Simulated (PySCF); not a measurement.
C₃H₆N₂.
Numbering: `[NH2:1][CH2:2][C@H:3]1[CH:4]=[N:5]1`

Structure used (GFN2-xTB), in Å, numbered top down from 1:
```
atom  x, y, z in Å
N1    -1.7800    0.0827    0.4987
C2    -0.4647    0.6761    0.3332
C3     0.5315   -0.2142   -0.3889
C4     1.9000   -0.3748    0.0660
N5     1.1712   -1.3444    0.3744
H6    -1.7029   -0.7663    1.0501
H7    -2.1590   -0.1778   -0.4065
H8    -0.5874    1.6077   -0.2292
H9    -0.0830    0.9204    1.3289
H10    0.2949   -0.4258   -1.4290
H11    2.8849    0.0191    0.1312
```

Probes without a nucleus sit at each ring's centroid and 1 Å off its mean plane on both sides; NICS is minus the shielding there, NICSzz its component along the normal. Level: GIAO PBE0/pcSseg-1 (PySCF, non-relativistic, gas phase) on the GFN2-xTB geometry, one conformer.

Ring bond lengths (Å), with Mayer bond orders in brackets: C3–C4 1.451 (0.95), C4–N5 1.252 (1.84), N5–C3 1.506 (0.91).

What do the NICS probes read (ppm)?

```csv
ring,type,NICS(0),"NICS(1), two faces","NICS(1)zz, two faces",rms pucker (Å),"centre to ring atoms, mean (Å)"
C3–C4–N5,"3-membered ring with N; formal bonds 1 double, 2 single",-28.3,-8.9 / -8.5,-20.1 / -17.0,0.00,0.81
```

What can be read from them?

- C3–C4–N5: mean NICS(1)zz -18.6 ppm, shielded. C3 has four or more neighbours, and the NICS criterion for π rings isn't applied. The two faces differ by 3.1 ppm, so no symmetry operation interchanges them. NICS(0) lies 20 ppm below the mean NICS(1).
